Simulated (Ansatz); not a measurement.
Cartesian coordinates in Å:
```
O 0.8233 0.4099 0.3548
Si 0.2943 -0.7127 -0.7131
F -1.3113 -0.6103 -0.5238
H 0.1937 0.9131 0.8820
```

Charge 0, multiplicity 1.

(1) List the ωB97M-V/def2-TZVPP orbital energies in eV (Ansatz 0.2.0). (Estimate.)

Answers

(1) The calculation gave: Occupied: -1808.24, -677.39, -526.65, -149.07, -103.25, -103.19, -103.08, -35.89, -31.31, -18.67, -16.92, -15.29, -15.13, -13.17, -12.89, -9.93. Lowest empty: 0.49, 2.17, 2.63, 4.03, 6.67, 6.75, 7.57, 8.58.
